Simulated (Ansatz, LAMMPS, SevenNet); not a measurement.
**How well does each level of theory give the TO phonon frequency at X of zinc-blende InP?**

Reference value: 324 cm⁻¹ (measured, temperature not stated, not corrected to a static lattice; as tabulated in Ioffe Institute, NSM Archive: InP, mechanic properties page).

```tsv
level (code)	value (cm⁻¹)	cell (Å³/atom)	difference (%)
Vashishta InP.vashishta (LAMMPS)	308	25.26	-4.9
SevenNet-0	291	26.42	-10.2
LDA (Ansatz)	320	24.73	-1.2
BLYP (Ansatz)	279	28.00	-13.9
PBE (Ansatz)	299	26.45	-7.7
revPBE (Ansatz)	293	27.01	-9.6
PBE-D3(BJ) (Ansatz)	314	25.59	-3.1
r²SCAN+rVV10 (Ansatz)	319	25.49	-1.5
B3LYP (VWN-RPA form) (Ansatz)	302	26.80	-6.8
HSE06 (Ansatz)	319	25.69	-1.5
r²SCAN0 (Ansatz)	327	25.32	+0.9
Hartree–Fock (Ansatz)	328	26.72	+1.2
```

Once the reference is moved by up to 3.0 % (a margin picked here for doubts on the reference and the settings, and for temperature and zero-point motion) and values within 1.0 % count as equal, the nearest can be r²SCAN0 (+0.9 %), LDA (-1.2 %), Hartree–Fock (+1.2 %), r²SCAN+rVV10 (-1.5 %), HSE06 (-1.5 %) or PBE-D3(BJ) (-3.1 %). Among them BLYP (-13.9 %) misses by most.

The reference isn't brought to a static lattice, while the calculations are for one, so the differences are not the levels' errors alone.  BLYP: the solid has no gap at this level, which affects its response. PBE-D3(BJ): the dispersion coefficients are held fixed in the derivatives. Each level is taken at its own relaxed cell. Cutoffs and k meshes differ between the levels. Ansatz's density-functional and Hartree–Fock values are scalar-relativistic unless marked +SOC, with PAW data made under PBE.

Empirical potentials (Vashishta InP.vashishta) are fitted to chosen data: where that held the value shown, agreement is built in, and what lay outside the fit can be far off. Machine-learned potentials (SevenNet-0) are trained on DFT data: a solid inside that data is no test of them.

Differences are worked out from the printed values.

Ansatz is a quantum-chemistry and plane-wave program.
